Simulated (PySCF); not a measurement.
C3H3N2 (charge -1).
Numbering: `[cH:1]1[cH:2][n-:3][cH:4][n:5]1` (hydrogens: H6 on C1; H7 on C2; H8 on C4)

The calculation used PySCF, PBE0-D3(BJ)/def2-SVP geometry optimisation, gas phase.

(1) List the bond lengths and angles at this level.

Answers

(1) 
```json
{"bond": "C1–C2", "length (Å)": "1.395", "order": "aromatic"}
{"bond": "N3–C4, C4–N5", "length (Å)": "1.343", "order": "aromatic"}
{"bond": "C1–N5, C2–N3", "length (Å)": "1.361", "order": "aromatic"}
{"bond": "C1–H6, C2–H7", "length (Å)": "1.096", "order": "single"}
{"bond": "C4–H8", "length (Å)": "1.099", "order": "single"}
```

Bonds in one row agree within 0.01 Å and their mean is given. Orders are formal, as drawn. A selection of angles:
```json
{"angle": "C2–C1–N5", "degrees": "109.2"}
{"angle": "C2–C1–H6", "degrees": "128.9"}
{"angle": "N5–C1–H6", "degrees": "121.9"}
{"angle": "C2–N3–C4", "degrees": "102.4"}
{"angle": "N3–C4–N5", "degrees": "116.9"}
{"angle": "N3–C4–H8", "degrees": "121.6"}
```

The 5-membered ring C1–C2–N3–C4–N5 has internal angles of 102.4° to 116.9° (sum 540°, against 540° for a flat polygon); it is planar, 0.00 Å rms from its mean plane, widest ring torsion 0°. C4 (aromatic CH next to a ring nitrogen) is planar (angles 121.6°, 121.6° and 116.9°, sum 360.0°, 0.00 Å off the plane of its three neighbours). N3 (nitrogen bonded to 2 C) is bent (angle 102.4°). The 5 heavy atoms lie in one plane (0.000 Å rms). C1 (aromatic CH next to a ring nitrogen) is planar (angles 128.9°, 121.9° and 109.2°, sum 360.0°, 0.00 Å off the plane of its three neighbours).

Point group: C2v (every atom within 0.08 Å of its image). Whether it is a minimum is left open (no frequencies). The geometry's basis has no diffuse functions, a weakness for an anion.

Hardware: one thread of an Arm Neoverse V2, on a shared host. Cost: 6.0 s of wall time, 0.38 GiB resident at most. These figures are those of the optimisation.
